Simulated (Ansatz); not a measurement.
SiH$_{4}$, singlet: the ladder up to full CI

Geometry: a point of a stretch scan, not a stationary point.

```yaml
atoms:
  - { symbol: Si, position_ang: [-0.0219, 0.0220, 0.0218] }
  - { symbol: H, position_ang: [0.8339, 0.8807, 0.8786] }
  - { symbol: H, position_ang: [-0.8815, -0.8324, 0.8793] }
  - { symbol: H, position_ang: [-0.8767, 0.8775, -0.8393] }
  - { symbol: H, position_ang: [1.5358, -1.5383, -1.5263] }
```

Basis 6-31G; Ansatz 0.2.0. Correlated methods freeze the noble-gas cores, which leaves 8 electrons in 16 orbitals. R marks a restricted (for open shells ROHF) determinant, U an unrestricted one. Active spaces: valence = (8e, 8o) chosen from the atoms' valence shells; pair = (2e, 2o) about the gap.

Full CI is exact within this basis and frozen core; it isn't the basis-set limit. The frozen core follows each run's orbitals, which can shift R against U totals by a few meV.

Unrestricted rows (U) aren't spin-pure: their determinants' ⟨S²⟩ exceeds S(S+1) by up to 0.78, so they mix in states of higher spin.

* UHF ⟨S²⟩: 0.775
* T1 diagnostic (RCCSD): 0.0278
* largest doubles amplitude (RCCSD): 0.365

```json
{"level": "RHF", "E − E(full CI) (kJ/mol)": "327.6", "share of correlation (%)": "0.00", "wall time": "–"}
{"level": "UHF", "E − E(full CI) (kJ/mol)": "238.4", "share of correlation (%)": "27.22", "wall time": "–"}
{"level": "RMP2", "E − E(full CI) (kJ/mol)": "123.8", "share of correlation (%)": "62.20", "wall time": "–"}
{"level": "UMP2", "E − E(full CI) (kJ/mol)": "104.0", "share of correlation (%)": "68.26", "wall time": "–"}
{"level": "CISD", "E − E(full CI) (kJ/mol)": "35.0", "share of correlation (%)": "89.33", "wall time": "0.33 s"}
{"level": "RCCSD", "E − E(full CI) (kJ/mol)": "9.3", "share of correlation (%)": "97.18", "wall time": "–"}
{"level": "UCCSD", "E − E(full CI) (kJ/mol)": "11.1", "share of correlation (%)": "96.60", "wall time": "–"}
{"level": "RCCSD(T)", "E − E(full CI) (kJ/mol)": "2.0", "share of correlation (%)": "99.38", "wall time": "0.31 s"}
{"level": "UCCSD(T)", "E − E(full CI) (kJ/mol)": "4.5", "share of correlation (%)": "98.62", "wall time": "0.73 s"}
{"level": "BCCD(T)", "E − E(full CI) (kJ/mol)": "2.3", "share of correlation (%)": "99.31", "wall time": "0.3 s"}
{"level": "RCCSDT", "E − E(full CI) (kJ/mol)": "0.3", "share of correlation (%)": "99.92", "wall time": "–"}
{"level": "UCCSDT*", "E − E(full CI) (kJ/mol)": "0.4", "share of correlation (%)": "99.88", "wall time": "–"}
{"level": "CISDTQ", "E − E(full CI) (kJ/mol)": "1.2", "share of correlation (%)": "99.63", "wall time": "0.73 s"}
{"level": "RCCSDT(Q)", "E − E(full CI) (kJ/mol)": "0.0", "share of correlation (%)": "99.99", "wall time": "0.61 s"}
{"level": "UCCSDT(Q)*", "E − E(full CI) (kJ/mol)": "0.0", "share of correlation (%)": "100.01", "wall time": "2.9 s"}
{"level": "RCCSDTQ", "E − E(full CI) (kJ/mol)": "0.0", "share of correlation (%)": "100.00", "wall time": "2.8 s"}
{"level": "UCCSDTQ*", "E − E(full CI) (kJ/mol)": "0.0", "share of correlation (%)": "100.00", "wall time": "23 s"}
{"level": "CASSCF (pair space)", "E − E(full CI) (kJ/mol)": "185.9", "share of correlation (%)": "43.27", "wall time": "–"}
{"level": "NEVPT2 (pair space)", "E − E(full CI) (kJ/mol)": "54.7", "share of correlation (%)": "83.30", "wall time": "0.15 s"}
{"level": "MRCISD (pair space)", "E − E(full CI) (kJ/mol)": "8.2", "share of correlation (%)": "97.49", "wall time": "–"}
{"level": "MRCISD+Q (pair space)", "E − E(full CI) (kJ/mol)": "-0.7", "share of correlation (%)": "100.22", "wall time": "0.27 s"}
{"level": "CASSCF (valence space)", "E − E(full CI) (kJ/mol)": "53.0", "share of correlation (%)": "83.84", "wall time": "–"}
{"level": "NEVPT2 (valence space)", "E − E(full CI) (kJ/mol)": "15.9", "share of correlation (%)": "95.15", "wall time": "2.2 s"}
{"level": "MRCISD (valence space)", "E − E(full CI) (kJ/mol)": "1.6", "share of correlation (%)": "99.53", "wall time": "–"}
{"level": "MRCISD+Q (valence space)", "E − E(full CI) (kJ/mol)": "0.9", "share of correlation (%)": "99.74", "wall time": "2.8 s"}
```

An asterisk marks runs whose energy the program itself flagged as in doubt.

The correlation energy at full CI, counted from RHF, is -3.396 eV. That run took 4.4 s on 1 thread of Arm Neoverse V1, shared host over 1,656,848 determinants.

Times hold each run's SCF and search for its determinant on a shared host, so for small cases they say little of a method's own cost; they ran on 1 thread of Arm Neoverse V1. Some runs computed forces too.

Not variational, and here over 5 meV under the exact energy: MRCISD+Q (pair space).

The full-CI state has the irrep A' of Cs, in the program's axes (one component, if the state is degenerate).

Natural occupations of full CI about the gap: 1.976 1.963 1.963 1.719 0.278 0.030 0.025 0.025 0.005 0.005; effectively unpaired electrons, Σ n²(2−n)², 0.48.
